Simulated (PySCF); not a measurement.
# LiC: frontier orbitals

PBE0 at R = 1.922 Å; basis Li jorge-DZP-DKH, C jorge-DZP-DKH; spin-free X2C with a Gaussian nucleus; PySCF 2.14. State: ²Π (doublet), unpaired electrons π ↑, a second solution, started from another occupation. Only the outer orbitals are listed, counted within each symmetry.

```csv
spin,orbital,occ.,ε (eV),on Li (%),main shells (%)
α,2σ,1,-55.16,100,100 Li s
α,3σ,1,-13.92,8,91 C s
α,1π,1,-5.36,13,"87 C p, 10 Li p"
α,4σ,1,-4.52,14,"82 C p, 11 Li s"
α,1π,0,-2.32,26,"73 C p, 23 Li p"
α,5σ,0,-1.41,96,"71 Li s, 25 Li p"
α,2π,0,0.15,96,94 Li p
β,2σ,1,-55.17,100,100 Li s
β,3σ,1,-12.39,12,87 C s
β,4σ,1,-4.01,18,"78 C p, 14 Li s"
β,1π,0,-1.97,33,"67 C p, 30 Li p"
β,5σ,0,-1.41,93,"65 Li s, 28 Li p"
β,1π,0,-1.06,55,"53 Li p, 45 C p"
```

Problem. Which are the highest filled and the lowest empty level, where do they sit, and how wide is the gap?

Solution. Highest filled β 4σ at -4.01 eV (in %: 78 C p, 14 Li s); lowest empty α 1π at -2.32 eV (in %: 73 C p, 23 Li p); the gap at PBE0 is 1.69 eV.

| Property | Result |
| --- | --- |
| bond order (Mayer) | 1.07 |
| ⟨S²⟩ | 0.757 |
| charge on Li (Mulliken, basis-dependent) | 0.35 |
| charge on Li (Löwdin, basis-dependent) | 0.07 |
| dipole moment (positive dipole means Li(−)C(+)) | -6.05 D |
